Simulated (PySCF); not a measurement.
# SiNH5 (Si(NH2)H3) at 6 levels

Aim: a comparison of 6 runs (M06-2X/STO-3G, SVWN5/STO-3G, UPBE0/STO-3G, BCCD(T)/STO-3G, CCSDT(Q)/STO-3G, NEVPT2(2,2)/STO-3G) of SiNH5 (Si(NH2)H3). 

The calculation is run with PySCF 2.14.0.

6 further runs of the same task are left out: 6 set aside as unsound or not needed.

## Step 1: The system as given

The species is SiNH5 (7 atoms), meant as a singlet with charge 0. As SMILES, `[H][Si]([H])([H])N`. One bond was lengthened or shortened from a relaxed shape.

Bond lengths: Si1–N2 1.723 Å, N2–H3 1.007 Å, N2–H4 1.208 Å, Si1–H5 1.460 Å, Si1–H6 1.461 Å, Si1–H7 1.472 Å. Angles: Si1–N2–H3 118.6°, Si1–N2–H4 118.6°, N2–Si1–H5 105.0°, N2–Si1–H6 105.1°, N2–Si1–H7 115.3°, H3–N2–H4 109.5°, H5–Si1–H6 113.3°, H5–Si1–H7 109.2°, H6–Si1–H7 109.1°.

## Step 2: A single-point energy at M06-2X/STO-3G (run 1)

Contents of calc.py:

```python
from pyscf import gto, dft

mol = gto.M(
    atom='''
Si     0.321612    -0.044152    -1.486190
N      0.494239     0.289026     1.748171
H      1.660238    -0.857811     2.721814
H     -1.443108     0.580902     2.921233
H      2.945384    -0.067395    -2.341386
H     -1.090448     2.161102    -2.361341
H     -0.950419    -2.353567    -2.375458
''',
    spin=0,
    basis='sto-3g',
    charge=0,
    unit='bohr',
    max_memory=1860,
    verbose=3,
)

mf = dft.RKS(mol, xc='m06-2x')
mf.grids.level = 5
mf.conv_tol = 1e-10
mf.kernel()
if not mf.converged:
    mf = mf.newton().run(mf.mo_coeff, mf.mo_occ)

e_tot = mf.e_tot
print('E = %.10f Eh' % e_tot)
```

Run with:

```
$ OMP_NUM_THREADS=1 python calc.py
```

The program printed:

```text
converged SCF energy = -343.129423008128
E = -343.1294230081 Eh
```

It took 3.6 s on 1 thread of Arm Neoverse V2, shared host; peak memory 0.21 GiB.

## Step 3: The energy at SVWN5/STO-3G (run 2)

Contents of start.xyz:

```xyz
7
H5NSi
Si     0.170190    -0.023364    -0.786458
N      0.261540     0.152946     0.925092
H      0.878560    -0.453934     1.440322
H     -0.763660     0.307400     1.545850
H      1.558630    -0.035664    -1.239008
H     -0.577040     1.143606    -1.249568
H     -0.502940    -1.245454    -1.257038
```

Contents of input.py:

```python
from pyscf import gto, dft

mol = gto.M(
    atom='start.xyz',
    basis='sto-3g',
    charge=0,
    verbose=3,
    max_memory=1860,
)

mf = dft.RKS(mol)
mf.xc = 'svwn'
mf.grids.level = 5
mf.conv_tol = 1e-10
mf.kernel()
if not mf.converged:
    mf = mf.newton().run(mf.mo_coeff, mf.mo_occ)

e_final = mf.e_tot
print(f'total energy: {e_final:.8f} hartree')
```

Run with:

```
$ OMP_NUM_THREADS=1 python input.py
```

The program printed:

```text
converged SCF energy = -341.431209912295
total energy: -341.43120991 hartree
```

Run time: 1.9 s. Hardware: 1 thread of Arm Neoverse V2, shared host; peak memory 0.15 GiB.

Run 3 isn't shown in full; the table further down has it.

## Step 4: The energy at BCCD(T)/STO-3G (run 4)

Contents of job.py:

```python
from pyscf import gto, scf, cc
from pyscf.cc.bccd import bccd_kernel_

mol = gto.M(
    atom='''
Si       0.170190      -0.023364      -0.786458
N        0.261540       0.152946       0.925092
H        0.878560      -0.453934       1.440322
H       -0.763660       0.307400       1.545850
H        1.558630      -0.035664      -1.239008
H       -0.577040       1.143606      -1.249568
H       -0.502940      -1.245454      -1.257038
''',
    max_memory=1860,
    basis='sto-3g',
    verbose=3,
    charge=0,
)

hf = scf.RHF(mol)
hf.conv_tol = 1e-10
hf.kernel()
if not hf.converged:
    hf = hf.newton().run(hf.mo_coeff, hf.mo_occ)

mycc = cc.CCSD(hf, frozen=6).run()
mycc = bccd_kernel_(mycc, diis=True)
e_t = mycc.ccsd_t()
e_tot = mycc.e_tot + e_t
print('E(%s) = %.9f' % ('BCCD(T)', e_tot))
```

Run with:

```
$ OMP_NUM_THREADS=1 python job.py
```

The program printed:

```text
converged SCF energy = -342.220780695592
E(CCSD) = -342.3468570411713  E_corr = -0.126076345579223
BCCD loop starts.

******** <class 'pyscf.cc.ccsd.CCSD'> ********
CC2 = 0
CCSD nocc = 7, nmo = 13
frozen orbitals 6
max_cycle = 50
direct = 0
conv_tol = 1e-07
conv_tol_normt = 1e-05
diis_space = 6
diis_start_cycle = 0
diis_start_energy_diff = 1e+09
Init E_corr(CCSD) = -0.125872735747344
cycle = 1  E_corr(CCSD) = -0.127685842450277  dE = -0.0018131067  norm(t1,t2) = 0.0228657
cycle = 2  E_corr(CCSD) = -0.127175811866881  dE = 0.000510030583  norm(t1,t2) = 0.00452583
cycle = 3  E_corr(CCSD) = -0.127141671461547  dE = 3.41404053e-05  norm(t1,t2) = 0.00226013
cycle = 4  E_corr(CCSD) = -0.127061807426974  dE = 7.98640346e-05  norm(t1,t2) = 0.000952464
cycle = 5  E_corr(CCSD) = -0.127063126960433  dE = -1.31953346e-06  norm(t1,t2) = 0.000259312
cycle = 6  E_corr(CCSD) = -0.127064494273285  dE = -1.36731285e-06  norm(t1,t2) = 9.64384e-05
cycle = 7  E_corr(CCSD) = -0.127064074014402  dE = 4.20258883e-07  norm(t1,t2) = 3.79602e-05
cycle = 8  E_corr(CCSD) = -0.12706358747744  dE = 4.86536962e-07  norm(t1,t2) = 8.62345e-06
cycle = 9  E_corr(CCSD) = -0.127063413670814  dE = 1.73806626e-07  norm(t1,t2) = 3.04653e-06
cycle = 10  E_corr(CCSD) = -0.127063449177644  dE = -3.55068305e-08  norm(t1,t2) = 6.82769e-07
CCSD converged
E(CCSD) = -342.3466981266739  E_corr = -0.1270634491776444
BCC iter:    0  E:    -342.346698126674  dE:    1.589e-04  |t1|:    2.911e-03

******** <class 'pyscf.cc.ccsd.CCSD'> ********
CC2 = 0
CCSD nocc = 7, nmo = 13
frozen orbitals 6
max_cycle = 50
direct = 0
conv_tol = 1e-07
conv_tol_normt = 1e-05
diis_space = 6
diis_start_cycle = 0
diis_start_energy_diff = 1e+09
Init E_corr(CCSD) = -0.126960492346633
cycle = 1  E_corr(CCSD) = -0.126804506288911  dE = 0.000155986058  norm(t1,t2) = 0.00283831
cycle = 2  E_corr(CCSD) = -0.126853190265147  dE = -4.86839762e-05  norm(t1,t2) = 0.000350253
cycle = 3  E_corr(CCSD) = -0.126861069363541  dE = -7.87909839e-06  norm(t1,t2) = 0.000111619
cycle = 4  E_corr(CCSD) = -0.126866854851806  dE = -5.78548826e-06  norm(t1,t2) = 4.08407e-05
cycle = 5  E_corr(CCSD) = -0.126868067945121  dE = -1.21309332e-06  norm(t1,t2) = 1.70852e-05
cycle = 6  E_corr(CCSD) = -0.126867967009645  dE = 1.00935476e-07  norm(t1,t2) = 5.32023e-06
cycle = 7  E_corr(CCSD) = -0.126867861856037  dE = 1.05153609e-07  norm(t1,t2) = 1.9056e-06
cycle = 8  E_corr(CCSD) = -0.126867867197466  dE = -5.34142924e-09  norm(t1,t2) = 5.50261e-07
CCSD converged
E(CCSD) = -342.3467136018043  E_corr = -0.1268678671974659
BCC iter:    1  E:    -342.346713601804  dE:   -1.548e-05  |t1|:    2.722e-04

******** <class 'pyscf.cc.ccsd.CCSD'> ********
CC2 = 0
CCSD nocc = 7, nmo = 13
frozen orbitals 6
max_cycle = 50
direct = 0
conv_tol = 1e-07
conv_tol_normt = 1e-05
diis_space = 6
diis_start_cycle = 0
diis_start_energy_diff = 1e+09
Init E_corr(CCSD) = -0.126874061903466
cycle = 1  E_corr(CCSD) = -0.126886996071565  dE = -1.29341681e-05  norm(t1,t2) = 0.000258916
cycle = 2  E_corr(CCSD) = -0.126882629581208  dE = 4.36649036e-06  norm(t1,t2) = 2.71754e-05
cycle = 3  E_corr(CCSD) = -0.126882214196114  dE = 4.15385094e-07  norm(t1,t2) = 8.19489e-06
cycle = 4  E_corr(CCSD) = -0.126881769066189  dE = 4.45129925e-07  norm(t1,t2) = 2.56643e-06
cycle = 5  E_corr(CCSD) = -0.126881683307823  dE = 8.5758366e-08  norm(t1,t2) = 9.19081e-07
CCSD converged
E(CCSD) = -342.3467122827302  E_corr = -0.1268816833078228
BCC iter:    2  E:    -342.346712282730  dE:    1.319e-06  |t1|:    1.284e-05

******** <class 'pyscf.cc.ccsd.CCSD'> ********
CC2 = 0
CCSD nocc = 7, nmo = 13
frozen orbitals 6
max_cycle = 50
direct = 0
conv_tol = 1e-07
conv_tol_normt = 1e-05
diis_space = 6
diis_start_cycle = 0
diis_start_energy_diff = 1e+09
Init E_corr(CCSD) = -0.126881683916042
cycle = 1  E_corr(CCSD) = -0.126881623201513  dE = 6.07145283e-08  norm(t1,t2) = 1.14927e-05
cycle = 2  E_corr(CCSD) = -0.126881678143894  dE = -5.49423808e-08  norm(t1,t2) = 1.66177e-06
CCSD converged
E(CCSD) = -342.3467123159145  E_corr = -0.1268816781438942
BCC iter:    3  E:    -342.346712315914  dE:   -3.318e-08  |t1|:    3.835e-07
CCSD(T) correction = -0.00126401048390008
E(BCCD(T)) = -342.347976326
```

It took 0.74 s on 1 thread of Arm Neoverse V2, shared host; peak memory 0.1 GiB.

Run 5 isn't shown in full; the table further down has it.

## Step 5: A single-point energy at NEVPT2(2,2)/STO-3G (run 6)

Contents of job.py:

```python
import numpy
from pyscf import gto, scf, mp, mcscf, mrpt

mol = gto.M(
    atom=[
    ('Si', (0.170190, -0.023364, -0.786458)),
    ('N', (0.261540, 0.152946, 0.925092)),
    ('H', (0.878560, -0.453934, 1.440322)),
    ('H', (-0.763660, 0.307400, 1.545850)),
    ('H', (1.558630, -0.035664, -1.239008)),
    ('H', (-0.577040, 1.143606, -1.249568)),
    ('H', (-0.502940, -1.245454, -1.257038)),
],
    verbose=3,
    spin=0,
    charge=0,
    basis='sto-3g',
    max_memory=1860,
)

mf = mol.RHF()
mf.conv_tol = 1e-10
mf.kernel()
if not mf.converged:
    mf = mf.newton().run(mf.mo_coeff, mf.mo_occ)

pt = mp.MP2(scf.addons.convert_to_uhf(mf)).run()
noons, natorbs = mcscf.addons.make_natural_orbitals(pt)
print('natural occupations', numpy.round(noons[:40], 4))
cas = mcscf.CASSCF(mf, 2, 2)
cas.fix_spin_(ss=0.0)
cas.natorb = True
cas.kernel(natorbs)
e_pt2 = mrpt.NEVPT(cas).kernel()
e_tot = cas.e_tot + e_pt2
print('E(%s) = %.9f' % ('NEVPT2', e_tot))
```

Run with:

```
$ OMP_NUM_THREADS=1 python job.py
```

The program printed:

```text
converged SCF energy = -342.220780695592
E(UMP2) = -342.316112519567  E_corr = -0.09533182397534
E(SCS-UMP2) = -342.327477775433  E_corr = -0.106697079840676
natural occupations [2.     2.     1.9999 1.9998 1.9998 1.9998 1.9962 1.9929 1.9895 1.9879
 1.987  1.9846 1.979  0.0211 0.0166 0.0126 0.0123 0.0109 0.0102]
CASSCF energy = -342.247135929890
CASCI E = -342.247135929890  E(CI) = -1.71442523496989  S^2 = 0.0000000
Sr    (-1)',   E = -0.00000000003961
Si    (+1)',   E = 0.00000000000104
Sijrs (0)  ,   E = -0.06301298904980
Sijr  (+1) ,   E = -0.00189359907795
Srsi  (-1) ,   E = -0.00239410642008
Srs   (-2) ,   E = -0.00019105625681
Sij   (+2) ,   E = -0.00068958080906
Sir   (0)' ,   E = -0.00850917562216
Nevpt2 Energy = -0.076690507274437
E(NEVPT2) = -342.323826437
```

Wall time 0.72 s (1 thread of Arm Neoverse V2, shared host); peak memory 0.12 GiB.

## Step 6: Overview of the runs

```csv
run,level,follow instability,integration grid,energy (Eh),dipole moment (D) of the reference,HOMO energy (eV),LUMO energy (eV),wall time
1,M06-2X/STO-3G,–,5,-343.129423,1.03,-5.09,8.48,3.6 s
2,SVWN5/STO-3G,–,5,-341.431210,1.05,-1.39,5.80,1.9 s
3,UPBE0/STO-3G,yes,5,-342.947696,1.03,-3.38,7.15,14 s
4,BCCD(T)/STO-3G,–,–,-342.347976,–,–,–,0.74 s
5,CCSDT(Q)/STO-3G,–,–,-342.348396,1.05,-7.97,12.70,1.3 s
6,"NEVPT2(2,2)/STO-3G",–,–,-342.323826,1.05,-7.97,12.70,0.72 s
```

## Step 7: Outcome

| quantity | value |
| --- | --- |
| run 6: total energy | -342.32383 Eh |
| run 6: dipole moment (Hartree–Fock density) | 1.05 D |
| run 6: HOMO energy (Hartree–Fock orbitals) | -7.97 eV |
| run 6: LUMO energy (Hartree–Fock orbitals) | 12.70 eV |
| run 6: HOMO–LUMO gap (Hartree–Fock orbitals) | 20.67 eV |

**Reading.** Over runs 1, 2, 3 the dipole moment (its size) runs from 1.03 D (UPBE0/STO-3G) to 1.05 D (SVWN5/STO-3G). Over runs 1, 2, 3 the HOMO–LUMO gap runs from 7.19 eV (SVWN5/STO-3G) to 13.57 eV (M06-2X/STO-3G). Totals of different functionals can't be ranked against each other. In runs 1, 2, 3, 4, 5, 6 the basis is minimal, so the values are rough. All runs together took 22 s, the longest 14 s.
